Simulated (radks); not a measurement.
# N⁵⁺ in [He]: an all-electron calculation

Wanted: eigenvalues, radial structure and energy terms of the nitrogen ion N5+.

Method: non-relativistic Kohn-Sham, exchange-only PBE, spin-polarised, spherical densities, point nucleus. Code: radks (a radial shooting solver on a logarithmic mesh, Libxc functionals) version 1.

### Step 1. The system

```
element       : nitrogen (Z = 7)
charge        : +5
electrons     : 2
configuration : [He]
```

The outer shells:

N⁵⁺
```
1s [↑↓]
```

### Step 2. Self-consistent calculation

Settings of this run:

```text
Z 7
configuration [He]
relativity non-relativistic
functional pbe,
spin polarised
nucleus point
```

Started as:

```
python run_ks.py task.json out
```

All runs below come from this command, one after another.

What does the calculation give?

**Answer**, as computed:

| quantity | value |
| --- | --- |
| total energy | -44.65911 hartree |
| exchange-correlation share of it | 9.10 % |
| −T/E | 1.0000 |
| highest occupied level | 1s, -510.12 eV |
| most extended occupied level | 1s up, <r> = 0.228 bohr |
| radius at density 0.001 e/bohr³ | 0.937 bohr |
| maxima of the radial density | 1 |
| ionisation energy, NIST | 552.07 (theory) eV |

What this shows: 1 principal shells are occupied and 1 maxima appear in the radial density. The ratio −T/E is 1.0000; for a non-relativistic Coulomb system it is 1 up to the kinetic part of correlation. The top level binds by 510.12 eV, 92 % of the NIST ionisation energy of 552.07 eV. 
